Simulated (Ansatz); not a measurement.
`C=CC(C)CC` + H₂ → `C=CCCC` + CH₄  (hydrogenolysis of a C–C bond)

Gas-phase electronic energies from Ansatz, PBE0-D4/def2-TZVP geometries. CBS: MP2 limit from def2 TZ/QZ plus the TZ coupled-cluster correction, frozen cores. This one scheme is used for every species. Each species was taken in one conformer, which may not be the lowest.

| level | ΔE (kcal/mol) |
| --- | --- |
| HF/def2-TZVPP | -21.3 |
| MP2/CBS(def2) | -13.3 |

Q: What does CCSD(T)/CBS give? (Estimate.)

A: Ansatz gave: -14.7 kcal/mol. The listed levels differ from it by -6.6, 1.4 kcal/mol.

Largest T1 diagnostic among the species: 0.009.

The D4 term adds +3.2 kcal/mol with B3LYP and +1.8 kcal/mol with PBE0; it sums over pairs of atoms, weighted by their polarisabilities, and B3LYP, whose exchange is more repulsive, gets the larger term. In def2-TZVPP, CCSD(T) changes the Hartree–Fock value by +6.5 kcal/mol (the triples alone add +1.2 kcal/mol) and MP2 by +7.9 kcal/mol.

B3LYP here is the variant with VWN-RPA as its local correlation; programs differ in this.
